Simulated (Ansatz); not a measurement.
BHSCl (charge -1), singlet: a relaxation.

The input file, in.yaml:

```yaml
crystal:
  periodic: [false, false, false]
  atoms:
    - {symbol: S, position_ang: [-1.465134, -0.634879, -0.191540]}
    - {symbol: B, position_ang: [-0.102424, 0.084091, -0.037826]}
    - {symbol: Cl, position_ang: [1.504464, -0.434355, 0.615256]}
    - {symbol: H, position_ang: [0.290934, 1.196433, -0.768774]}
basis:
  gaussian: {orbitals: def2-SVP}
total_charge: -1
hamiltonian: {xc: pbe0, dispersion: d4}
relax: {f_tol: 0.002, max_steps: 5, max_displacement: 0.5}
```

Launched with

```bash
ansatz run in.yaml --threads 2 --pin off --events-out ev --progress --plain --max-ram 3481MiB
```

The run's output (Ansatz 0.2.0):

```
Functional definition: PBE0
  name "PBE0"
  cite "Adamo & Barone, J. Chem. Phys. 110, 6158 (1999) doi:10.1063/1.478522"
  cite "Perdew, Burke & Ernzerhof, Phys. Rev. Lett. 77, 3865 (1996) doi:10.1103/PhysRevLett.77.3865"
  parent pbe
  parameter a = 0.25
  parameter kappa = 0.804
  parameter beta = 0.06672455060314922
  exchange = (1 - a)*pbe_x(kappa = kappa, mu = beta*pi^2/3) + a*exact_x
  correlation = pbe_c(beta = beta)
563 factors; integrals over basis functions are off by at most 2.4e-4 eV
mean field evaluation 1: about -24035.3630 eV, gradient 1.5e1 eV
mean field evaluation 2: about -24035.5542 eV, gradient 1.4e1 eV
mean field evaluation 4: about -24036.1118 eV, gradient 7.6e-1 eV
mean field evaluation 8: about -24036.1494 eV, gradient 2.2e-2 eV
mean field -24036.14936298 eV, -883.3121968024 hartree, gradient 8.5e-5 eV, S^2 0.000000; 0 other end points of the search recorded, 0 dependent functions left out
the calculation of the forces begins
reference -24036.14938128 eV, -883.3121974747 hartree; 20, 20 occupied and 35, 35 virtual orbitals, 563 factors
relax step   1: F+E_penalty+E_count = -24036.23846452 eV  Δ(F+E_penalty+E_count) = +0.000e0 eV  max|allowed force component| = 6.788e0 eV/Å  Δτ_max = 0.0000 Å  (23 SCF iters, accepted)
these checks for a lower state are left out or cut short: starts, cluster_reference, orbital_swaps, neighbouring_geometries, increment
563 factors; integrals over basis functions are off by at most 5.2e-4 eV
mean field evaluation 16: about -24035.8702 eV, gradient 2.7e0 eV
mean field -24035.95405811 eV, -883.3050194808 hartree, gradient 1.4e-5 eV, S^2 0.000000; 0 other end points of the search recorded, 0 dependent functions left out
the calculation of the forces begins
reference -24035.95407668 eV, -883.3050201632 hartree; 20, 20 occupied and 35, 35 virtual orbitals, 563 factors
relax step   2: F+E_penalty+E_count = -24036.04693824 eV  Δ(F+E_penalty+E_count) = +1.915e-1 eV  max|allowed force component| = 3.165e0 eV/Å  Δτ_max = 0.4752 Å  (34 SCF iters, rejected (line search))
these checks for a lower state are left out or cut short: starts, cluster_reference, orbital_swaps, neighbouring_geometries, increment
563 factors; integrals over basis functions are off by at most 3.0e-4 eV
mean field -24036.85132851 eV, -883.3379935598 hartree, gradient 1.4e-5 eV, S^2 0.000000; 0 other end points of the search recorded, 0 dependent functions left out
the calculation of the forces begins
reference -24036.85134669 eV, -883.3379942279 hartree; 20, 20 occupied and 35, 35 virtual orbitals, 563 factors
relax step   3: F+E_penalty+E_count = -24036.93571332 eV  Δ(F+E_penalty+E_count) = -6.972e-1 eV  max|allowed force component| = 2.487e0 eV/Å  Δτ_max = 0.0820 Å  (29 SCF iters, accepted)
these checks for a lower state are left out or cut short: starts, cluster_reference, orbital_swaps, neighbouring_geometries, increment
563 factors; integrals over basis functions are off by at most 3.9e-4 eV
mean field evaluation 32: about -24036.9363 eV, gradient 5.2e-1 eV
mean field -24036.93868803 eV, -883.3412039628 hartree, gradient 1.9e-5 eV, S^2 0.000000; 0 other end points of the search recorded, 0 dependent functions left out
the calculation of the forces begins
reference -24036.93870612 eV, -883.3412046277 hartree; 20, 20 occupied and 35, 35 virtual orbitals, 563 factors
relax step   4: F+E_penalty+E_count = -24037.02247676 eV  Δ(F+E_penalty+E_count) = -8.676e-2 eV  max|allowed force component| = 1.053e0 eV/Å  Δτ_max = 0.2181 Å  (29 SCF iters, accepted)
these checks for a lower state are left out or cut short: starts, cluster_reference, orbital_swaps, neighbouring_geometries, increment
563 factors; integrals over basis functions are off by at most 3.7e-4 eV
mean field -24037.08860002 eV, -883.3467131268 hartree, gradient 1.6e-5 eV, S^2 0.000000; 0 other end points of the search recorded, 0 dependent functions left out
the calculation of the forces begins
reference -24037.08861824 eV, -883.3467137963 hartree; 20, 20 occupied and 35, 35 virtual orbitals, 563 factors
relax step   5: F+E_penalty+E_count = -24037.17209763 eV  Δ(F+E_penalty+E_count) = -1.496e-1 eV  max|allowed force component| = 1.279e-1 eV/Å  Δτ_max = 0.1421 Å  (27 SCF iters, accepted)
Error: geometry relaxation did not converge after 5 steps: max|allowed force component| = 1.28e-1 eV/Å (threshold 2.0e-3). Raise `relax.max_steps` over both its present limit and 5, loosen `relax.f_tol`, or start from a geometry closer to equilibrium. Where this run's directory can be resumed (`checkpoint.write`), a resume goes on for up to `relax.max_steps` more
```

The lines “mean field evaluation” count trial sets of orbitals through the whole run, from several starts and some on an approximate energy, so they need not fall steadily or lie above the final value.

The run took about 4.4 s on 2 CPU threads of an Arm Neoverse V1 (shared host).


The run did not converge within its limit.